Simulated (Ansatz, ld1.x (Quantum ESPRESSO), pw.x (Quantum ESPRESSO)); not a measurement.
From atom to crystal: RRKJ potential for iron

- Element: iron
- Generator: ld1.x (Quantum ESPRESSO) 7.5
- Type: norm-conserving RRKJ (Kleinman–Bylander form)
- Functional: PBEsol
- Relativity: scalar-relativistic
- Frozen core: [Ar]
- Valence charge: 8
- Reference configuration: 3d6 4s2 4p0
- Partial waves: 4s (bound): rc 2.20 bohr; 3d (bound): rc 1.30 bohr; 4p (bound, empty): rc 2.25 bohr
- Local potential: the p channel
- Core correction: Bessel-smoothed model core, default radius (core density twice the valence density)
- rho0: 0.005

Atomic tests: cutoffs needed: 100 Ry and 140 Ry (the cutoffs (Ry, on a coarse ladder) from which the occupation-weighted sum of valence levels, in a spherical-Bessel basis at the reference potential, stays within 10 and 1 mRy of its value at 400 Ry); ghost test: ghost state, extra bound levels that the all-electron valence spectrum of the same l lacks: s at -65.4 eV; a true bound ghost makes a file unfit for plane-wave use (spherical-Bessel basis up to 400 Ry, 20 bohr box); configuration tests: 1 of 7 tests not solved or not reliable.

Crystal test: bcc Fe in pw.x 7.5, no spin, 17³ k-points, Fermi–Dirac smearing 0.01 Ry, cutoffs 170/680 Ry. The reference is all-electron LAPW (Ansatz 0.2.0) with the same functional, mesh and smearing; V0 and B0 come from Birch–Murnaghan fits to the pressures at five volumes. Errors are pseudo minus all-electron; Δ is the rms difference of the E(V) curves that follow from these fits, minima aligned, over ±6 % about the mean V0. Mesh and smearing are coarse, so the numbers serve the comparison and aren't converged zero-temperature values; the lattice is a test structure that the element need not adopt. Spin polarisation and strong correlation are left out, which matters for this element.

```csv
V (Å³/atom),P all-electron (GPa),P pseudo (GPa)
9.636,17.18,31.31
9.889,8.13,20.23
10.143,0.26,10.53
10.397,-6.58,2.04
10.650,-12.53,-5.39
```

All-electron: a0 = 2.728 Å (V0 = 10.15 Å³/atom), B0 = 292.0 GPa.

Pseudopotential: mean pressure error (GPa): +10.45; a0 (Å): 2.756; a0 error (%): +1.01; B0 error (%): +8.4; Δ (meV/atom): 21.1. This is a poor potential for the solid. Note: ghost state, extra bound levels that the all-electron valence spectrum of the same l lacks: s at -65.4 eV. A true bound ghost makes a file unfit for plane-wave use. Atomic configuration tests: 1 of 7 tests not solved or not reliable.

At the middle volume, how do free energy and pressure move when the wave cutoff is lowered (ecutrho kept at four times it)?

| cutoff (Ry) | shift of F (meV/atom) | shift of P (GPa) |
| --- | --- | --- |
| 76 | +2225.5 | -221.75 |
| 102 | +44.3 | -6.08 |
| 136 | +9.9 | -1.10 |

The run at the middle volume (165 k-points, 8 iterations) took about 54 s on one core of a shared host (Neoverse-V1, 32 threads, 247 GiB, load 9).
